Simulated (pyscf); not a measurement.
`[SiH3][O][InH2]` + `[OH2]` -> `[OH][InH2]` + `[OH][SiH3]` (four-centre exchange; singlet surface; In–O, H–O broken, In–O, H–O formed). Structures and frequencies: ωB97X-D3(BJ)/def2-SVP in PySCF. Energies in kJ/mol from the separated reactants.

| level | barrier | reaction energy |
|---|---|---|
| ωB97X-D3(BJ)/def2-TZVP | -43.4 | +24.5 |
| PBE/def2-TZVP | -45.5 | +12.6 |
| r²SCAN/def2-TZVP | -51.5 | +17.8 |
| PBE0-D3(BJ)/def2-TZVP | -46.3 | +19.6 |
| ωB97M-D3(BJ)/def2-TZVP | -38.9 | +18.6 |
| HF/def2-TZVP | 3.7 | +23.5 |

On the reactant side the descent ends in an adduct with a In–O contact, 76.9 kJ/mol under the separated species and 33.5 kJ/mol under the saddle at ωB97X-D3(BJ)/def2-TZVP. On the product side the descent ends in an adduct with a In–O contact, 74.2 kJ/mol under the separated species and 6.3 kJ/mol under the saddle at ωB97X-D3(BJ)/def2-TZVP. At ωB97X-D3(BJ)/def2-TZVP, PBE, r²SCAN, PBE0-D3(BJ), ωB97M-D3(BJ) the saddle lies under the separated reactants, which points to a path from their complex (located at ωB97X-D3(BJ) alone). At ωB97X-D3(BJ)/def2-TZVP, PBE, r²SCAN, PBE0-D3(BJ), ωB97M-D3(BJ)/def2-TZVP, HF the saddle lies under the separated products, which points to a path from their complex (located at ωB97X-D3(BJ) alone), and parting the products costs more than the saddle. What is counted as formed (In–O) is already present as a longer contact in the reactant adduct; forming that adduct is a step of its own. What is counted as broken (In–O) persists as a longer contact in the product adduct; parting that adduct is a step of its own. One saddle was located; it need not be the lowest between these sides. Elements past Kr carry the def2 core potentials, without spin-orbit coupling.
